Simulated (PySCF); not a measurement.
Molecule: `C=N[C@H]1C=CC1`, C5H7N.

Cartesian coordinates in Å; atom numbers follow the order of the lines, from 1:
```xyz
13

C     2.251    0.141    0.579
N     1.017    0.332    0.635
C     0.161   -0.159   -0.389
C    -0.955   -1.050    0.117
C    -1.920   -0.209   -0.234
C    -0.981    0.831   -0.774
H     2.868    0.516    1.382
H     2.762   -0.386   -0.238
H     0.709   -0.575   -1.252
H    -0.915   -2.011    0.595
H    -2.993   -0.232   -0.176
H    -0.947    1.760   -0.210
H    -1.061    1.043   -1.839
```

Frames of a GFN2-xTB Langevin trajectory at 600 K; GIAO PBE0/pcSseg-1 shieldings in PySCF 2.14.0 with density-fitted response routines, gas phase, non-relativistic; equivalent atoms averaged within each frame.

Shifts are taken against calculated references (same method and geometry level): ¹³C (σref 186.93) and ¹H (σref 31.72) vs TMS; ¹⁵N (σref 267.73) vs NH3. The references are static minima.

Question: How do the shifts (ppm) fluctuate along the trajectory?

Answer: 
```tsv
time (fs)	C1	C4	C5	C3	C6	N2	H7	H8	H11	H13
250	153.0	143.1	139.5	70.0	50.6	454.4	8.60	8.38	6.67	5.43
425	143.3	147.7	148.9	65.6	53.6	410.3	7.00	7.06	7.26	3.37
625	158.3	149.4	141.1	71.6	46.2	431.7	8.86	8.37	5.82	4.71
800	142.9	151.9	148.1	77.8	41.8	394.4	6.66	7.94	6.49	3.08
1000	165.2	159.4	156.7	71.4	48.2	462.9	7.14	8.75	7.38	4.18
mean of frames	152.5	150.3	146.9	71.3	48.1	430.7	7.65	8.10	6.73	4.16
standard deviation	9.6	6.0	6.9	4.4	4.5	28.8	1.00	0.65	0.63	0.96
```

5 frames give an uncertainty of the mean of about the standard deviation over 2.2 at best, since frames this close in time may not be independent; classical motion lacks zero-point vibration, and the reference would need the same averaging.
